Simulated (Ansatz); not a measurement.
Task: a rigid scan of one bond angle of CH₅NS₂, SMILES NCSS, with Ansatz 0.2.0 through its Python package. Give the script and its output. Settings (for the species named): CAM-B3LYP, def2-SVP basis, multiplicity 1.

```xyz
9

N    -0.7452    1.1440   -0.1029
C     0.3054    0.4455   -0.7037
S    -0.0137   -1.3378   -0.6034
S     0.0648   -1.6591    1.4378
H    -1.6456    0.8931   -0.6089
H    -0.9072    0.8686    0.8408
H     1.2796    0.7068   -0.2075
H     0.4441    0.7342   -1.7656
H     1.3063   -1.8417    1.6962
```

Script `bend_ch5ns2.py`:
```python
"""Bending curve of CH5NS2."""

import warnings

import ansatz
from ase import Atoms

warnings.simplefilter("ignore", ansatz.DeckWarning)

atoms = Atoms(["N", "C", "S", "S", "H", "H", "H", "H", "H"], positions=[
    (-0.7452, 1.144, -0.1029),
    (0.3054, 0.4455, -0.7037),
    (-0.0137, -1.3378, -0.6034),
    (0.0648, -1.6591, 1.4378),
    (-1.6456, 0.8931, -0.6089),
    (-0.9072, 0.8686, 0.8408),
    (1.2796, 0.7068, -0.2075),
    (0.4441, 0.7342, -1.7656),
    (1.3063, -1.8417, 1.6962),
])

# relax first, so that the scan starts from a minimum
first = (
    ansatz.Crystal.molecule_from_ase(atoms).calculation()
    .basis(gaussian="def2-SVP")
    .functional("cam_b3lyp")
    .relax(force_tolerance=0.02, max_steps=80)
)
atoms.positions = first.run().report["positions_ang"]

rows = []
for angle in [85, 95, 105, 115, 125, 140, 160]:
    bent = atoms.copy()
    bent.set_angle(2, 3, 8, angle, indices=[8])
    setup = (
        ansatz.Crystal.molecule_from_ase(bent).calculation()
        .basis(gaussian="def2-SVP")  # atom-centred Gaussian functions
        .functional("cam_b3lyp")
    )
    rows.append((angle, setup.run().report["free_energy_ev"]))
floor = min(e for _, e in rows)
for angle, e in rows:
    print(f"angle S2-S3-H8 = {angle:3d} deg   {1000 * (e - floor):9.1f} meV")
```

```console
$ python bend_ch5ns2.py
angle S2-S3-H8 =  85 deg       140.7 meV
angle S2-S3-H8 =  95 deg         0.0 meV
angle S2-S3-H8 = 105 deg        19.0 meV
angle S2-S3-H8 = 115 deg       186.2 meV
angle S2-S3-H8 = 125 deg       488.5 meV
angle S2-S3-H8 = 140 deg      1163.7 meV
angle S2-S3-H8 = 160 deg      2365.9 meV
```

The scan is rigid, and the energies are electronic, in a modest basis. The zero is the lowest point of the grid, which needn't be the minimum. Run time: 63 s on 1 thread of Arm Neoverse V1, with other jobs on the host, peak memory 0.28 GiB.
